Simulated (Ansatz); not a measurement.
Rock-salt TiN, treated with PBEsol in Ansatz (PAW).

Run with plane-wave cutoff 500 eV, 16×16×16 k mesh, Fermi–Dirac smearing 0.05 eV, no spin polarisation, scalar-relativistic PAW data made under PBE.

Computed at the level's own relaxed cell.

**Question.** Give the computed volume per atom and lattice constant a.

**Answer.** 
* **volume per atom**: 9.29 Å³/atom
* **lattice constant a**: 4.204 Å

Measured, for comparison: equilibrium volume per atom 9.52 Å³/atom, lattice constant a 4.239 Å (temperature not stated, not corrected to a static lattice; as tabulated in Zhang et al. (2018), doi:10.1088/1367-2630/aac7f0). Computed (rounded) less measured: equilibrium volume per atom -2.4 %, lattice constant a -0.8 %. A static lattice is as a rule a little smaller and stiffer than an uncorrected measurement, which narrows the difference in the lattice constant a and would widen misses of the other sign.

Note: the run has no spin polarisation, so it can have missed a magnetic state.

Computed values are for the static lattice.

It cost about 16 core-seconds (a rough figure) of CPU time.

Ansatz is an electronic-structure program.
